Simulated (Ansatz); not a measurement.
Write a Python script for Ansatz's Python interface that makes a composite energy at a relaxed geometry of FO (charge +1). Level of theory (for the species named): B3LYP, def2-SVP basis, multiplicity 3.

```xyz
2

O     0.0000    0.0000    0.0000
F     0.0000    0.0000    1.3150
```

Script `fo.py`:
```python
# -*- coding: utf-8 -*-
"""Relax FO(+) cheaply, then refine its energy."""

import itertools
import logging
import sys
import warnings

import ansatz
from ase.data import atomic_numbers, covalent_radii
import numpy as np

logging.basicConfig(stream=sys.stdout, format="%(levelname)s:%(name)s:%(message)s")
logger = logging.getLogger("ansatz_job")
logger.setLevel(logging.INFO)


def main():
    warnings.simplefilter("ignore", ansatz.DeckWarning)

    geometry_ang = [
        ("O", [0.0, 0.0, 0.0]),
        ("F", [0.0, 0.0, 1.315]),
    ]
    mol = ansatz.Crystal.molecule()
    for symbol, xyz in geometry_ang:
        mol = mol.atom(symbol, xyz)

    model = (
        mol.calculation()
        .basis(gaussian="def2-SVP")
        .functional("b3lyp")
        .charge(1)
        .spin("collinear", total=2)
    )
    symbols = [site.symbol for site in mol.cartesian_sites]
    start = np.array([site.position_ang for site in mol.cartesian_sites], dtype=float)
    rep = model.relax(force_tolerance=0.01, max_steps=100).run().report
    end = np.array(rep["positions_ang"])
    # pairs closer than 1.2 times the sum of covalent radii, before or after
    radius = [covalent_radii[atomic_numbers[s]] for s in symbols]
    span = lambda where, i, j: np.linalg.norm(where[i] - where[j])
    bonded = [(i, j) for i, j in itertools.combinations(range(len(symbols)), 2) if min(span(start, i, j), span(end, i, j)) < 1.2 * (radius[i] + radius[j])]
    logger.info("pair        before    after (A)")
    for i, j in bonded:
        print(f"{symbols[i]}{i}-{symbols[j]}{j}".ljust(10), f"{span(start, i, j):8.4f} {span(end, i, j):8.4f}")

    minimum = ansatz.Crystal.molecule()
    for symbol, place in zip(symbols, end):
        minimum = minimum.atom(symbol, place.tolist())
    at_minimum = minimum.calculation().charge(1).spin("collinear", total=2)
    # MP2 extrapolated to the basis limit, plus the small-basis difference CCSD(T) - MP2
    level = lambda method, basis: at_minimum.basis(gaussian=basis).correlation(method).run().report
    small, large, cluster = level("mp2", "cc-pVDZ"), level("mp2", "cc-pVTZ"), level("ccsd_t", "cc-pVDZ")
    corr = lambda each: (each["free_energy_ev"] - each["reference_energy_ev"]) / 27.211386246
    mp2_limit = (27 * corr(large) - 8 * corr(small)) / 19
    pieces = {"HF / cc-pVTZ": large["reference_energy_ev"] / 27.211386246, "MP2 correlation, DZ-TZ limit": mp2_limit, "CCSD(T) - MP2 / cc-pVDZ": corr(cluster) - corr(small)}
    for name, value in pieces.items():
        logger.info(f"{name:32s} {value:14.6f} Ha")
    logger.info(f"{'sum':32s} {sum(pieces.values()):14.6f} Ha")
    print("T1 diagnostic", round(cluster["correlation"]["coupled_cluster"]["t1_diagnostic"], 4))


if __name__ == "__main__":
    main()
```

Running `python fo.py` prints:
```text
INFO:ansatz_job:pair        before    after (A)
O0-F1        1.3150   1.2222
INFO:ansatz_job:HF / cc-pVTZ                        -173.759556 Ha
INFO:ansatz_job:MP2 correlation, DZ-TZ limit          -0.455068 Ha
INFO:ansatz_job:CCSD(T) - MP2 / cc-pVDZ               -0.031241 Ha
INFO:ansatz_job:sum                                 -174.245864 Ha
T1 diagnostic 0.0454
```

What to keep in mind:
- Total energies depend on the basis set; only differences at equal settings carry meaning.
- The sum leaves out core correlation, relativity, the Hartree-Fock basis error and zero-point energy; a DZ-TZ extrapolation is rough.
- The species is open-shell (spin multiplicity 3).
- b3lyp holds the VWN-RPA fit, as in Gaussian; the form of ORCA and Turbomole is b3lyp5.
- Inner cores stay frozen, so this is valence correlation.
- The spin state was assumed, and another may lie lower.
- An extrapolation from small basis sets is rough.
- Run time: 3.5 s on 1 thread of Arm Neoverse V2, on a shared host, peak memory 0.16 GiB.
